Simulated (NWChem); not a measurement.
**UM05-D3(0)/x2c-TZVPall-2c (ZORA) run of [BH3]− (SMILES [BH3-])**

Aim: the vertical electron affinity of [BH3]− at UM05-D3(0)/x2c-TZVPall-2c (ZORA), from 2 runs. 

Program for the calculation: NWChem 7.3.0.

4 further runs of the same task are left out: 4 set aside as unsound or not needed.

### 1 The system as given

[BH3]− has 4 atoms, charge -1, and is taken as a doublet. SMILES: `[BH3-]`. The coordinates come from a GFN2-xTB relaxation.

Bond lengths: B1–H2 1.254 Å, B1–H3 1.254 Å, B1–H4 1.254 Å. Angles: H2–B1–H3 111.5°, H2–B1–H4 111.5°, H3–B1–H4 111.5°.

### 2 Energy and one-electron properties at UM05-D3(0)/x2c-TZVPall-2c (ZORA)

The input, test.nw:

```
start test
title "BH3"
memory 2200 mb
charge -1
geometry units angstrom noautosym nocenter noautoz
 B      0.150430    -0.037330    -0.233800
 H      0.917080     0.452560     0.628490
 H     -0.279230    -1.161080     0.118390
 H     -0.788270     0.745860    -0.513080
end
basis spherical bse
 * library x2c-TZVPall-2c
end
relativistic
 zora on
end
dft
 xc m05
 mult 2
 disp vdw 3
 grid fine
 direct
 maxiter 100
 mulliken
 print low
end
property
 electrondensity
 octupole
 moldenfile
 molden_norm janpa
end
task dft property
```

Run with:

```
$ nwchem test.nw > test.out
```

The program printed:

```text
[...]
 d= 0,ls=0.0,diis     1    -26.4559434783 -3.36D+01  1.57D-02  1.72D-01     3.7
[...]
 d= 0,ls=0.0,diis     8    -26.5709965341 -3.47D-08  3.52D-06  5.48D-09     9.5
[...]
         Total DFT energy =      -26.570996534092
      One electron energy =      -50.714447309194
           Coulomb energy =       22.295381432417
    Exchange-Corr. energy =       -5.249195786905
 Nuclear repulsion energy =        7.097351717945
    Dispersion correction =       -0.000086588356
[...]
      Total Density - Mulliken Population Analysis
     ---------------------------------------------
    Atom       Charge   Shell Charges
 -----------   ------   -------------------------------------------------------
    1 B    5     5.52   0.92  1.06  0.50  0.44  0.19  0.96  0.79  0.66  0.02 -0.00  0.00
    2 H    1     1.16   0.25  0.55  0.35  0.01
    3 H    1     1.16   0.25  0.55  0.35  0.01
    4 H    1     1.16   0.25  0.55  0.35  0.01
[...]
      <S2> =      0.7533 (Exact =     0.7500)
[...]
```

It took 11 s on 1 thread of Intel Xeon Platinum 8488C (Sapphire Rapids), shared host; peak memory 0.12 GiB.

Atomic charges (e):

| atom | Mulliken | Löwdin |
| --- | --- | --- |
| B1 | -0.520 | -0.980 |
| H2 | -0.160 | -0.010 |
| H3 | -0.160 | -0.010 |
| H4 | -0.160 | -0.010 |

### 3 Singlet [BH3]2−

The input, bh3.nw:

```
start bh3
title "BH3 properties"
memory total 2200 mb
charge -2

geometry noautosym nocenter
zmatrix
  B
  H 1 1.25351
  H 1 1.253579 2 111.51224
  H 1 1.25401 2 111.527 3 125.32625
end
end

basis "ao basis" spherical bse
* library x2c-TZVPall-2c
end

relativistic
zora on
end

dft
xc m05
disp vdw 3
grid fine
direct
iterations 150
mulliken
end

property
electrondensity
octupole
moldenfile
molden_norm janpa
end

task dft property
```

Run with:

```
$ nwchem bh3.nw > bh3.out
```

The program printed:

```text
[...]
          Wavefunction type:  closed shell.
          No. of atoms     :     4
          No. of electrons :    10
[...]
          Charge           :    -2
          Spin multiplicity:     1
[...]
          AO basis - number of functions:    49
[...]
              XC Information
              --------------
                          M05 Method XC Functional
                     Hartree-Fock (Exact) Exchange  0.280
                   M05 metaGGA Exchange Functional  0.720
                         M05 Correlation Potential  1.000
[...]
 d= 0,ls=0.0,diis     1    -25.9439799379 -3.30D+01  6.78D-02  1.88D+00     2.4
[...]
 d= 0,ls=0.0,diis    10    -26.3198401767 -1.34D-08  4.95D-06  2.74D-09     7.5
[...]
         Total DFT energy =      -26.319840176747
      One electron energy =      -52.443924763017
           Coulomb energy =       24.409392394815
    Exchange-Corr. energy =       -5.382573635546
 Nuclear repulsion energy =        7.097352415295
    Dispersion correction =       -0.000086588295
[...]
      Total Density - Mulliken Population Analysis
     ---------------------------------------------
    Atom       Charge   Shell Charges
 -----------   ------   -------------------------------------------------------
    1 B    5     6.34   0.92  1.06  0.52  0.29  0.24  0.98  0.37  1.94  0.02 -0.01 -0.00
    2 H    1     1.22   0.25  0.58  0.38  0.01
    3 H    1     1.22   0.25  0.58  0.38  0.01
    4 H    1     1.22   0.25  0.58  0.38  0.01
[...]
```

It took 8.4 s on 1 thread of Intel Xeon Platinum 8488C (Sapphire Rapids), shared host; peak memory 0.18 GiB.

Atomic charges (e):

| atom | Mulliken | Löwdin |
| --- | --- | --- |
| B1 | -1.340 | -1.930 |
| H2 | -0.220 | -0.020 |
| H3 | -0.220 | -0.020 |
| H4 | -0.220 | -0.020 |

### 4 What came out

At UM05-D3(0)/x2c-TZVPall-2c (ZORA):

| quantity | value |
| --- | --- |
| doublet [BH3]−: total energy | -26.57100 Eh |
| doublet [BH3]−: dispersion energy | -0.23 kJ/mol |
| doublet [BH3]−: ⟨S²⟩ | 0.753 |
| singlet [BH3]2−: total energy | -26.31984 Eh |
| singlet [BH3]2−: HOMO energy | 8.63 eV |
| singlet [BH3]2−: LUMO energy | 11.58 eV |
| singlet [BH3]2−: HOMO–LUMO gap (to an unbound level, set by the basis) | 2.95 eV |
| singlet [BH3]2−: dispersion energy | -0.23 kJ/mol |
| vertical electron affinity (to the singlet dianion) | -6.834 eV |

In words: The dianion lies 6.83 eV (659 kJ/mol) above the anion: the electron isn't bound at this level, and such a value depends on the basis. Without diffuse functions anions come out too high. Mulliken charges (doublet [BH3]−) run from -0.52 on B1 to -0.16 on H2. The HOMO (singlet [BH3]2−) lies at positive energy, 8.63 eV; only total energies tell whether the electron is bound.
